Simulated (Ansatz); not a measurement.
# BNH₂ (SMILES B=N): energies and forces away from the minimum

One table from this session's results is given with a row withheld; the runs are named, their logs left out.

Computed with Ansatz 0.2.0, Gaussian basis. Level: single points with forces in def2-TZVPP.

Levels: PBE-D4, r2SCAN-D4, PBE0-D4, wB97M-V, Hartree-Fock, MP2, CCSD, CCSD(T). Each coordinate is moved by a Gaussian draw of the width named (0.7 of it for atoms other than hydrogen): 0.09, 0.12, 0.09, 0.02 Å.

Cores are frozen in the correlated methods.

6 further runs of the same task are left out: 6 set aside as unsound or not needed.

## Starting geometry

4 atoms, charge 0, spin multiplicity 1.

Atoms are counted from 1 here; the program's logs count them from 0.

Bond lengths: B1–N2 1.240 Å, B1–H3 1.140 Å, N2–H4 0.990 Å. Angles: N2–B1–H3 179.6°, B1–N2–H4 178.8°.

Coordinates:

```mol
BH2N
  3D, bonds by distance, orders not assigned

  4  3  0  0  0  0  0  0  0  0999 V2000
   -0.4044   -0.4189    0.0110 B   0  0
    0.4525    0.4771   -0.0076 N   0  0
   -1.1955   -1.2394    0.0334 H   0  0
    1.1474    1.1812   -0.0368 H   0  0
  1  2  8  0
  1  3  8  0
  2  4  8  0
M  END
```

Set-up of the first run:

relax/in.yaml

```yaml
crystal:
  periodic: [false, false, false]
  atoms:
    - {symbol: B, position_ang: [-0.404390, -0.418850, 0.010980]}
    - {symbol: N, position_ang: [0.452450, 0.477120, -0.007600]}
    - {symbol: H, position_ang: [-1.195460, -1.239440, 0.033440]}
    - {symbol: H, position_ang: [1.147400, 1.181180, -0.036820]}
basis:
  gaussian: {orbitals: def2-TZVP}
hamiltonian: {xc: pbe0, dispersion: d4}
relax: {f_tol: 0.005, max_steps: 200}
```

The command line of these runs was not kept.

Among the steps run: Finding the minimum; The minimum at every level; Structure 1, width 0.09 Å; Structure 2, width 0.12 Å; Structure 3, width 0.09 Å; Structure 4, width 0.02 Å.

One of the session's tables, all rows but one given; the rest of the session is left out.

| method | RMS force component (eV/Å) | angle to CCSD(T) forces (°) | dipole (D) |
| --- | --- | --- | --- |
| PBE-D4 | 2.695 | 1.2 | 0.09 |
| r2SCAN-D4 | 2.717 | 3.8 | 0.19 |
| PBE0-D4 | 2.803 | 5.3 | 0.25 |
| wB97M-V | ? | ? | ? |
| CCSD(T) | 2.566 | reference | 0.10 |

Q: Estimate the row for wB97M-V from the others.

As computed: RMS force component (eV/Å): 2.781; angle to CCSD(T) forces (°): 4.8; dipole (D): 0.27. In the column «RMS force component (eV/Å)» it lies between r2SCAN-D4 (2.717) and PBE0-D4 (2.803).
